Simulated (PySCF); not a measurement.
**Frontier levels across methods**

Species: epifluorohydrin, C3H5FO.
SMILES with atom numbers: `[F:1][CH2:2][C@@H:3]1[CH2:4][O:5]1` (hydrogens: H6, H7 on C2; H8 on C3; H9, H10 on C4)

Structure used (PBE0-D3(BJ)/def2-SVP), in Å, numbered top down from 1:
```xyz
10
C3H5FO angstrom
F      1.7059    0.0413    1.0765
C      1.2021    0.0347   -0.1974
C     -0.2165    0.5259   -0.1890
C     -1.3366   -0.4034   -0.0529
O     -0.9913    0.1518   -1.3038
H      1.2339   -0.9893   -0.6058
H      1.8315    0.6821   -0.8316
H     -0.3510    1.5613    0.1543
H     -1.1345   -1.4757    0.0669
H     -2.2794   -0.0511    0.3828
```

Basis pcSseg-2 throughout (PySCF), one geometry. One conformer (not necessarily the lowest) at the PBE0-D3(BJ)/def2-SVP geometry, without solvent, vibrations or thermal averaging.

Question: How do the orbital energies, the gap and the dipole change with the method?

Answer: 
```tsv
method	kind	HOMO (eV)	LUMO (eV)	gap (eV)	μ (D)	SCF cycles
BLYP	GGA	-6.51	0.02	6.53	0.52	15
OPBE	GGA	-6.54	0.11	6.65	0.49	16
PBE	GGA	-6.58	0.04	6.63	0.51	15
B97-D	GGA	-6.61	0.18	6.79	0.51	15
BP86	GGA	-6.69	0.15	6.84	0.51	15
LDA	LDA	-6.73	-0.10	6.63	0.53	15
KT2	GGA	-6.76	0.04	6.81	0.52	16
KT3	GGA	-6.78	-0.14	6.64	0.52	16
B97-2	global hybrid	-7.98	0.81	8.79	0.53	14
B3LYP	global hybrid	-8.02	0.46	8.48	0.54	14
PBE0	global hybrid	-8.27	0.79	9.06	0.53	14
mPW1PW91	global hybrid	-8.31	0.73	9.04	0.54	14
CAM-B3LYP	range-separated hybrid	-9.76	1.41	11.17	0.56	13
BHandHLYP	global hybrid	-9.92	1.25	11.18	0.57	13
wB97X-D	range-separated hybrid	-10.18	2.48	12.67	0.54	14
LC-wPBE	range-separated hybrid	-11.07	2.53	13.61	0.55	14
HF	Hartree–Fock	-12.29	2.79	15.09	0.61	10
```

The HOMO spans 5.79 eV, from BLYP down to HF, and the gap runs from 6.53 eV (BLYP) to 15.09 eV (HF). Over the methods BLYP (0 %), OPBE (0 %), PBE (0 %), B97-D (0 %), BP86 (0 %), LDA (0 %), KT2 (0 %), KT3 (0 %), B97-2 (21 %), B3LYP (20 %), PBE0 (25 %), mPW1PW91 (25 %), BHandHLYP (50 %), HF (100 %), a straight line through the gap against the share of exact exchange rises by 0.85 eV for each 10 % (correlation coefficient 0.998). The dipole ranges from 0.49 D (OPBE) to 0.61 D (HF). This basis has no diffuse functions.

The vertical ΔSCF ionisation energy at wB97X-D/def2-SVPD is 10.84 eV; −ε(HOMO) comes closest to it with LC-wPBE (11.07 eV).
